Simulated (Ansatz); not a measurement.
Input file for CS:

```yaml
crystal:
  periodic: [false, false, false]
  atoms:
    - {symbol: C, position_ang: [0.000000, -0.000000, -1.115718]}
    - {symbol: S, position_ang: [-0.000000, 0.000000, 0.413604]}
basis:
  gaussian: {orbitals: def2-SVP}
correlation: {method: ccsd_t}
```

```sh
$ ansatz run in.yaml --threads 2 --pin off --events-out ev --progress --plain --max-ram 32768MiB --backend cpu
```

Log, shortened:

```
Functional definition: HF
306 factors; integrals over basis functions are off by at most 9.0e-4 eV
mean field evaluation 1: about -11841.1084 eV, gradient 7.9e0 eV
mean field evaluation 2: about -11841.1122 eV, gradient 7.9e0 eV
mean field evaluation 4: about -11841.4099 eV, gradient 1.4e0 eV
mean field evaluation 8: about -11841.4206 eV, gradient 2.0e-4 eV
mean field -11841.42060085 eV, -435.1641806782 hartree, gradient 1.1e-6 eV, S^2 0.000000; 0 other end points of the search recorded, 0 dependent functions left out
6 core orbitals not correlated: weight in the atoms' cores, before any rotation towards them, 1.000 or more for the frozen orbitals, at most 0.000 for the correlated occupied ones
reference -11841.42060085 eV, -435.1641806782 hartree; 5, 5 occupied and 21, 21 virtual orbitals, 306 factors
second order -6.59768986 eV of doubles, -0.00000000 eV of singles
cycle   1  -6.63571277 eV  change   -3.8e-2 eV  update   1.1e-1
cycle   2  -6.94400488 eV  change   -3.1e-1 eV  update   3.7e-2
cycle   3  -7.03810111 eV  change   -9.4e-2 eV  update   2.0e-2
cycle   4  -7.03466998 eV  change    3.4e-3 eV  update   4.9e-3
cycle   5  -7.03528175 eV  change   -6.1e-4 eV  update   1.7e-3
cycle   6  -7.03492892 eV  change    3.5e-4 eV  update   3.6e-4
cycle   7  -7.03493648 eV  change   -7.6e-6 eV  update   7.3e-5
cycle   8  -7.03494372 eV  change   -7.2e-6 eV  update   2.3e-5
cycle   9  -7.03492374 eV  change    2.0e-5 eV  update   5.9e-6
cycle  10  -7.03492565 eV  change   -1.9e-6 eV  update   1.5e-6
perturbative correction -0.39611317 eV, -0.0145568907 hartree
Total energy: -11848.85163968 eV, -435.4372663180 hartree
```

It took 0.25 s on 2 threads of an AMD EPYC 7R13 on a shared host, with 0.11 GiB of host memory at the peak.

Correlation energy per correlated electron: -0.743 eV. T1 diagnostic: 0.0256.
